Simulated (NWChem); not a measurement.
# hydrogen isocyanide (CHN); SMILES [C-]#[NH+]

Computed with NWChem. Structure relaxed at the PBE0/def2-SVP level.

Task: Predict the results for TPSS/def2-TZVPD. Quantities: highest occupied level (eV); orbital gap (eV); dipole (D).

Result: 
```json
{
 "highest occupied level (eV)": "-7.82",
 "orbital gap (eV)": "7.12",
 "dipole (D)": "3.09"
}
```
